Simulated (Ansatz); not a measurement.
HF (SMILES F): from total energies to a heat of formation

The species is HF (2 atoms), meant as a singlet with charge 0. As SMILES, `F`. Geometry: relaxed at PBE0-D4/def2-TZVP.

```jsonl
{"atom": "F", "x (Å)": "-0.3900", "y (Å)": "0.1446", "z (Å)": "-0.1964"}
{"atom": "H", "x (Å)": "0.3900", "y (Å)": "-0.1446", "z (Å)": "0.1964"}
```

Total energies at CCSD(T)/cc-pVDZ, 1 core orbital frozen (Ansatz 0.2.0); the atoms run unrestricted:

| species | state | energy (Eh) |
| --- | --- | --- |
| HF | singlet | -100.228156 |
| F | doublet | -99.527574 |
| H | doublet | -0.499278 |

Harmonic wavenumbers at PBE0-D4/def2-TZVP, in cm⁻¹: 4154.

Measured heats of formation of the gaseous atoms at 298.15 K, in kJ/mol: F 79.4, H 218.0. Spin-orbit lowering of the atoms at 298 K (mean of the ground term's levels less their thermal mean, from spectra), in kJ/mol: F 1.29. Take 1 Eh = 2625.50 kJ/mol, 1 cm⁻¹ = 0.0119627 kJ/mol, RT = 2.479 kJ/mol.

Q: What heat of formation follows?

A: 
1. Electronic atomisation energy: (-99.527574) + (-0.499278) − (-100.228156) = 0.201304 Eh = 528.5 kJ/mol.
2. Zero-point energy: half the sum of the wavenumbers, 2077 cm⁻¹ = 24.8 kJ/mol.
3. Thermal vibrational enthalpy, Σ hcν̃/(exp(hcν̃/kT) − 1): 0.0 kJ/mol. Translation, rotation and pV of a linear molecule: 3.5 RT = 8.7 kJ/mol.
4. The 2 free atoms carry 5/2 RT each: 12.4 kJ/mol.
5. Spin-orbit coupling lowers the free atoms by 1.29 = 1.3 kJ/mol.
6. Atomisation enthalpy at 298 K: 528.5 − 1.3 − 24.8 − 0.0 − 8.7 + 12.4 = 506.1 kJ/mol.
7. Sum of the atoms' heats of formation: 297.4 kJ/mol. Heat of formation: 297.4 − 506.1 = -208.7 kJ/mol.

The tabulated value is -272.7 kJ/mol (Active Thermochemical Tables), so this level is off by +64.0 kJ/mol, or 11.2 % of the atomisation enthalpy that the table implies (570.1 kJ/mol). Coupled cluster needs large bases for atomisation: in a finite one the molecule is underbound. A double-zeta basis underbinds. Anharmonicity and any spin-orbit splitting of the molecule are left out, and so is core correlation.
